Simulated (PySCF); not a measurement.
dichlorosilane: calculation against experiment

**Experimental background.**

From NIST CCCBDB Release 22 (SRD 101), experimental dipoles, for the gas: dipole moment (microwave Stark effect, vibrational ground state) 1.13 ± 0.02 D.

How close the calculation comes is told at the end.

Species: dichlorosilane, Cl2H2Si.
Atom-mapped SMILES: `[Cl:1][SiH2:2][Cl:3]` (hydrogens: H4, H5 on Si2)

Structure used (GFN2-xTB), in Å, numbered top down from 1:
```xyz
5
Cl2H2Si angstrom
Cl    -1.6186    1.0524   -0.0476
Si    -0.0012   -0.1390    0.0037
Cl     1.6649    0.9823   -0.0608
H     -0.0121   -0.8868    1.2517
H     -0.0244   -1.0060   -1.1642
```

The PySCF runs (gas phase, on this GFN2-xTB geometry; no spin–orbit coupling):

| level | job | basis functions | wall time |
| --- | --- | --- | --- |
| B3LYP/def2-SVPD | 8 singlets by full TDDFT, 3 Tamm–Dancoff triplets, polarisability | 94 | 3.0 s |

Hardware: one thread of an x86-64 server, on a shared host.

**Comparison with experiment**

**Dipole moment.** Measured: 1.13 D (NIST CCCBDB Release 22 (SRD 101), experimental dipoles).

| level | computed (D) | computed − measured (D) | % (from the printed values) |
| --- | --- | --- | --- |
| B3LYP/def2-SVPD | 1.16 | +0.03 | +3 |

The computed dipoles belong to one fixed geometry; measured ones are averaged over vibrations unless marked μe. Magnitudes are compared, not signs.

The geometry is computed, not the measured one. Where a level misses, the cause wasn't examined.
